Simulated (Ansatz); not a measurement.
# BFH3Si− (SMILES B[SiH-]F): molecular dynamics

The task is to watch the atoms for 80 steps of 1.0 fs, started with velocities for 500 K and run with a Langevin thermostat.

Computed with Ansatz 0.2.0, Gaussian basis. Level: BLYP-D4/def2-SVP.

1 further run of the same task is left out (it didn't finish).

## (1) Starting geometry

SMILES `B[SiH-]F`, 6 atoms, charge -1, spin multiplicity 1.

Atoms are counted from 1 here; the program's logs count them from 0.

Bond lengths: B1–Si2 1.821 Å, B1–H4 1.210 Å, B1–H5 1.205 Å, Si2–F3 1.728 Å, Si2–H6 1.494 Å. Angles: Si2–B1–H4 120.1°, Si2–B1–H5 123.6°, H4–B1–H5 115.4°, B1–Si2–F3 125.2°, B1–Si2–H6 137.4°, F3–Si2–H6 95.0°.

Geometry (Å):

```xyz
6
charge -1, multiplicity 1
B     0.3402   -0.5214   -0.8462
Si   -0.3467    0.3003    0.6271
F    -0.0736    1.9493    1.0670
H     0.1290   -1.6974   -1.0383
H     0.8346    0.0719   -1.7715
H    -0.8836   -0.1027    1.9619
```

## (2) The run

Contents of md/in.yaml:

```yaml
crystal:
  periodic: [false, false, false]
  atoms:
    - {symbol: B, position_ang: [0.340240, -0.521380, -0.846220]}
    - {symbol: Si, position_ang: [-0.346690, 0.300260, 0.627130]}
    - {symbol: F, position_ang: [-0.073630, 1.949310, 1.066980]}
    - {symbol: H, position_ang: [0.129030, -1.697430, -1.038260]}
    - {symbol: H, position_ang: [0.834640, 0.071920, -1.771480]}
    - {symbol: H, position_ang: [-0.883590, -0.102680, 1.961850]}
basis:
  gaussian: {orbitals: def2-SVP}
total_charge: -1
hamiltonian: {xc: {name: BLYP}, dispersion: d4}
md: {n_steps: 80, timestep: 1.0, temperature: 500, ensemble: nvt_langevin, seed: 789, friction: 0.05, initial_velocities: maxwell_boltzmann}
```

On the command line:

```
$ ansatz run in.yaml --threads 2 --pin off --events-out ev --progress --plain --max-ram 3481MiB
```

Q: Predict the outcome of this session. Wanted: temperature at the start; mean temperature, second half; lowest and highest potential energy, from the first frame; largest change of potential + kinetic.

As calculated:

```
                                                 quantity              value
                                                   length  80 steps, 80.0 fs
                                 temperature at the start              417 K
                            mean temperature, second half              575 K
lowest and highest potential energy, from the first frame      0 and 388 meV
                    largest change of potential + kinetic          526.3 meV
```

What this shows: The thermostat trades energy with the molecule, so the sum of potential and kinetic energy isn't conserved: it changes by +338 meV over the run. The mean temperature of the second half is still well above the 500 K set. With 6 atoms the instant temperature spans 279 to 846 K. The bonding pattern stays as it was. Under Langevin the temperature counts 3N degrees of freedom, more than the drawn velocities fill, so it starts at 417 K, not 500 K.
